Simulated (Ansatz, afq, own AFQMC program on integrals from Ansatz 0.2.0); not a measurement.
Two steps: Ansatz 0.2.0 writes the Fock matrix and Cholesky factors of the valence space, and afq projects on them the lowest state that overlaps trial and start.

```yaml
crystal:
  periodic: [false, false, false]
  atoms:
    - {symbol: Si, position_ang: [0.000000, 0.000000, 1.658754]}
    - {symbol: B, position_ang: [0.000000, 0.000000, -0.236394]}
    - {symbol: H, position_ang: [0.000000, 0.000000, -1.422360]}
basis:
  gaussian: {orbitals: 6-31G}
total_charge: 1
magnetization: {spin_polarized: true, initial_magnetization: 1}
correlation: {method: ccsd_t, electrons: outside_noble_gas, hamiltonian_folder: ham}
```

```sh
$ ansatz run in.yaml --threads 1 --pin off --events-out ev --progress --plain --max-ram 1843MiB
```

Options of the walk:

```
--method free --trial cisd --walkers 20 --time-step 0.05 --max-blocks 60 --target-error 0.00064 --factor-cut 0.001 --seed 5245 --times 0.0,0.4,0.8,1.6,2.4 --taylor-order 10
```

Times are imaginary, in 1/Eh. The walk had a cap of 210 s.

Log:

```
orbitals 18  electrons 4 3  factors 79 of 298
reference energy -313.74596549 Eh
CCSD correlation -0.08622908 Eh in 21 cycles, weight of the determinant in the CISD state 0.8132
repeat  energy at the last time / Eh  error
    10  -313.834748  0.001078
    20  -313.834813  0.000611
    30  -313.834570  0.000436
time / (1/Eh)  energy / Eh  error  mean overlap
  0.00  -313.832276  0.000271  1.2327
  0.40  -313.833433  0.000312  1.2317
  0.80  -313.833672  0.000298  1.2332
  1.60  -313.834383  0.000548  1.2506
  2.40  -313.834668  0.000436  1.2833
energy -313.834668 +/- 0.000436 Eh
```

The run passed its tests (error under three times the target), which doesn't prove that it has relaxed.

Against this walk (error 11.9 meV) on the same determinant: CCSD(T) 16.5 meV higher (within the noise), CCSDT(Q) 11.9 meV lower (within the noise), CCSDTQ 13.1 meV lower (within the noise), full CI 13.3 meV lower (within the noise). The error is statistical, and a free projection of finite length keeps a remainder of its start. The determinant has ⟨S²⟩ = 1.13, so the low cluster orders mix in higher spin, and so can this walk. The last points still move (meV from the last: 65 ± 7 at 0.00, 34 ± 8 at 0.40, 27 ± 8 at 0.80, 8 ± 15 at 1.60, 0 ± 12 at 2.40), but the last one has reached full CI within the noise or passed it, so little can be left to fall. The determinant is a poor start (see the cautions), so the low cluster orders aren't to be relied on, and full CI is the sure value.

Cautions: remainder of the start not in the error; start is not spin pure; strong correlation (T1 0.088, weight of the determinant 0.81, largest double 0.10); unrestricted determinant spin contaminated (⟨S²⟩ 1.13 against 0.75); so few walkers bias the energy; the coarse factor cut changes the integrals a little; the time-step error isn't removed.

The walk took 1.3 s on 1 thread of Intel(R) Xeon(R) 6975P-C (Granite Rapids), on a shared host. The log's last line is the free-projection energy.

CCSDT and higher add their correlation energy to the determinant of the CCSD(T) run, since their own runs factorise the integrals more tightly (a shift of under 2 meV).
